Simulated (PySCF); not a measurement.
## First hyperpolarisability: 1-penten-3-yne (C=CC#CC, C5H6)

Molfile (atoms numbered from 1):
```
C5H6
     RDKit          3D

 11 10  0  0  0  0  0  0  0  0999 V2000
   -2.5044    0.3210   -0.1526 C   0  0  0  0  0  0  0  0  0  0  0  0
   -1.4882   -0.4713   -0.4939 C   0  0  0  0  0  0  0  0  0  0  0  0
   -0.1337   -0.2386   -0.1481 C   0  0  0  0  0  0  0  0  0  0  0  0
    1.0288   -0.0762    0.1261 C   0  0  0  0  0  0  0  0  0  0  0  0
    2.4205    0.1402    0.4638 C   0  0  0  0  0  0  0  0  0  0  0  0
   -2.3519    1.2220    0.4294 H   0  0  0  0  0  0  0  0  0  0  0  0
   -3.5169    0.0809   -0.4519 H   0  0  0  0  0  0  0  0  0  0  0  0
   -1.6848   -1.3665   -1.0794 H   0  0  0  0  0  0  0  0  0  0  0  0
    2.5148    0.6975    1.3991 H   0  0  0  0  0  0  0  0  0  0  0  0
    2.9491   -0.8091    0.5808 H   0  0  0  0  0  0  0  0  0  0  0  0
    2.9277    0.7112   -0.3187 H   0  0  0  0  0  0  0  0  0  0  0  0
  1  2  2  0
  2  3  1  0
  3  4  3  0
  4  5  1  0
  1  6  1  0
  1  7  1  0
  2  8  1  0
  5  9  1  0
  5 10  1  0
  5 11  1  0
M  END
```

Method used: PySCF, quadratic response CAM-B3LYP/def2-TZVPD first hyperpolarisability, Taylor convention, gas phase. Geometry: PBE0-D3(BJ)/def2-TZVP.

(1) What is the first hyperpolarisability, and how does it disperse?

(2) Which lowest excitations, dipole and polarisabilities go with it?

Answers

(1) In au, Taylor convention; the vector part is βᵢ = ⅓ Σⱼ (βᵢⱼⱼ + βⱼᵢⱼ + βⱼⱼᵢ); β∥ is 3/5 of the vector part along the dipole, the dipole points from − to +:
```
                   process  λ (nm)  β vector norm     β∥  β HRS  depolarisation ratio
           static β(0;0,0)       ∞          262.3  151.4  100.7                  6.79
second harmonic β(−2ω;ω,ω)    1907          283.1  163.3  108.8                  6.73
         Pockels β(−ω;ω,0)    1907          269.0  155.2      –                     –
second harmonic β(−2ω;ω,ω)    1064          339.7  195.5  130.9                  6.60
         Pockels β(−ω;ω,0)    1064          284.7  164.2      –                     –
```

(2) S1 5.31 eV (f = 0.000); S2 5.56 eV (f = 0.316); S3 5.98 eV (f = 0.002); dipole 0.65 D; isotropic α 65.8 au static, 66.1 au at 1907 nm, 66.7 au at 1064 nm, 66.9 au at 953.5 nm, 69.8 au at 532 nm.
